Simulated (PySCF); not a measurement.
**Where the electron goes**

Compound: C₂H₆OS.
Structure used (PBE0-D3(BJ)/def2-TZVP), in Å, numbered top down from 1:
```xyz
10
C2H6OS angstrom
C     -0.630    1.174   -0.237
S     -0.847   -0.592    0.028
C      0.894   -1.025   -0.091
O     -1.236   -0.766    1.447
H     -1.610    1.632   -0.103
H     -0.270    1.357   -1.251
H      0.068    1.566    0.505
H      1.442   -0.501    0.695
H      0.967   -2.102    0.063
H      1.276   -0.767   -1.080
```

Level of theory: PySCF, TDDFT CAM-B3LYP/aug-cc-pVTZ, vertical, gas phase, core orbitals frozen in the response. Geometry: PBE0-D3(BJ)/def2-TZVP; no solvent, vibrations or thermal averaging.

Kohn–Sham orbitals with the atoms that hold most of them (Löwdin shares over 4%, at most four atoms; ? is withheld):

```
orbital  ε (eV)                            atoms
 HOMO-3  -12.56   C1 25%, C3 25%, H5 11%, H9 10%
 HOMO-2  -11.64     O4 45%, S2 26%, C3 9%, C1 9%
 HOMO-1   -9.29     O4 62%, S2 16%, C1 8%, C3 8%
   HOMO   -8.08                                ?
   LUMO    0.10                                ?
 LUMO+1    0.49  H9 21%, H5 20%, H6 10%, H10 10%
 LUMO+2    0.70   H7 20%, H8 20%, C1 18%, C3 18%
```

Give the leading atoms of the HOMO.

O4 (bonded to S) 47%; S2 (bonded to 2 C and O) 33%; C1 (bonded to S and 3 H) 7%; C3 (bonded to S and 3 H) 7%. By element: oxygen 47%, sulfur 33%, carbon 14%.

Give the leading atoms of the LUMO.

H10 (bonded to C) 24%; H6 (bonded to C) 24%; H7 (bonded to C) 10%; H8 (bonded to C) 10%.

The HOMO–LUMO gap is 8.19 eV. Where does the response calculation put the lowest singlet, and from which orbitals?

S1 is at 5.86 eV (f = 0.0008), 2.33 eV below the gap, made of HOMO→LUMO (48%), HOMO→LUMO+7 (18%), HOMO→LUMO+5 (13%). 

Next come S2 at 6.05 eV (f 0.057), HOMO→LUMO+1 (60%), HOMO→LUMO+8 (35%); S3 at 6.08 eV (f 0.022), HOMO→LUMO+7 (45%), HOMO→LUMO (38%); S4 at 6.56 eV (f 0.103), HOMO→LUMO+2 (68%), HOMO→LUMO+7 (8%), HOMO→LUMO+3 (8%); S5 at 6.78 eV (f 0.010), HOMO→LUMO+3 (52%), HOMO→LUMO+2 (21%).

Orbitals of the list HOMO-3 to LUMO+2 that lie within 0.01 eV of each other are written together with a slash and their weights summed (≥ marks a lower bound); for degenerate orbitals outside that list single weights are arbitrary.

Löwdin shares depend on the basis, the more so with diffuse functions.
